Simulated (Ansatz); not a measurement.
CH6OSi⁺, that is Si(OMe)H3 with one electron fewer. The state is a doublet with charge 1. Geometry PBE0-D4/def2-TZVP; atoms count from 1.

Cartesian coordinates in Å:
```
Si 0.936 1.084 -0.279
O 0.347 -0.544 -0.051
C -0.904 -0.991 0.271
H -1.649 -0.208 0.406
H -0.792 -1.643 1.165
H -1.188 -1.745 -0.493
H 1.353 0.974 -1.701
H 2.079 1.075 0.665
H -0.181 1.998 0.016
```

Problem. Estimate the Mulliken populations from the PBE0/def2-TZVP orbitals of Ansatz.

Solution. 
```csv
atom,charge (e),spin (α − β)
Si1,0.29,-0.02
O2,-0.06,0.65
C3,-0.21,0.03
H4,0.19,0.00
H5,0.25,0.10
H6,0.25,0.10
H7,0.11,0.08
H8,0.11,0.07
H9,0.08,0.00
```
Mulliken values and Mayer orders depend strongly on the basis.

Problem. Where does the spin sit?

Solution. Summed by element: Si -0.02, O 0.65, C 0.03, H 0.34, of 1 unpaired in all. Largest on single atoms: O2 0.65, H5 0.10, H6 0.10.

Problem. And the Mayer bond orders between bonded heavy atoms (over 0.3)?

Solution. Si1–O2 0.89 (1.75 Å); O2–C3 1.07 (1.37 Å).
